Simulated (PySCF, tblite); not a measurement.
**A complex of K+ and 2 × ammonia**

A gas-phase complex of K+ and 2 × ammonia; charge +1, singlet. The structure comes from a short search (6 tight-binding starts) and was relaxed by PBE0-D3(BJ)/def2-SVPD; another way of binding may lie lower. Frequencies by PBE0-D3(BJ)/def2-SVPD show no clear imaginary mode.

Parts: 1 = K+ ([K+]), atoms 1, charge +1; 2 = ammonia (N), atoms 2–5; 3 = ammonia (N), atoms 6–9.

| atom | part | x (Å) | y (Å) | z (Å) |
| --- | --- | --- | --- | --- |
| K1 | 1 | 2.602 | -0.981 | 1.244 |
| N2 | 2 | 3.364 | 0.051 | -1.257 |
| H3 | 2 | 3.289 | -0.616 | -2.024 |
| H4 | 2 | 2.802 | 0.851 | -1.548 |
| H5 | 2 | 4.328 | 0.381 | -1.287 |
| N6 | 3 | 1.938 | -2.293 | 3.641 |
| H7 | 3 | 2.480 | -1.976 | 4.444 |
| H8 | 3 | 0.963 | -2.175 | 3.917 |
| H9 | 3 | 2.082 | -3.301 | 3.606 |

```csv
contact,kind (by geometry),distance (Å),angle (°)
K1···N6,ion contact,2.811,-
K1···N2,ion contact,2.811,-
```

Interaction energies are complex less parts, with the parts frozen as they stand in it; counterpoise-corrected, in kcal/mol (PySCF).

**Question.** Give the interaction energy at each level run.

**Answer.** 
```json
{"level": "wB97M-D3(BJ)/def2-TZVPD", "interaction": "-36.55", "superposition error removed": "-0.57"}
{"level": "PBE0-D3(BJ)/def2-TZVPD", "interaction": "-37.55", "superposition error removed": "-0.51"}
```

**Question.** What holds them together? Decompose the wB97M-D3(BJ)/def2-TZVPD energy: frozen parts, their antisymmetrised product, then relaxation.

**Answer.** electrostatic -43.2, Pauli repulsion +16.5, orbital relaxation -9.1, dispersion correction -1.4 kcal/mol, which sum to the value before the counterpoise correction; the Pauli term holds the exchange-correlation of the frozen density too. Of the attraction, 81 % is electrostatic, 17 % is orbital relaxation, 3 % is dispersion correction.

**Question.** Are the pair energies additive?

**Answer.** The pairs sum to -38.54 kcal/mol (1–2 -19.6, 1–3 -19.6, 2–3 0.7); the rest of +1.99 is a many-body weakening.

The parts were also relaxed and run alone, at the levels used for the complex: shieldings by PBE0/pcSseg-2.

Values alone: shielding of K1 (ppm): 1325.5; shielding of N6 (ppm): 262.5; shielding of N2 (ppm): 262.5.

**Question.** What does binding change?

**Answer.** 
```tsv
property	alone	in the complex	change
shielding of K1 (ppm)	1325.5	1234.9	-90.6
shielding of N6 (ppm)	262.5	256.5	-6.0
shielding of N2 (ppm)	262.5	256.5	-6.0
```
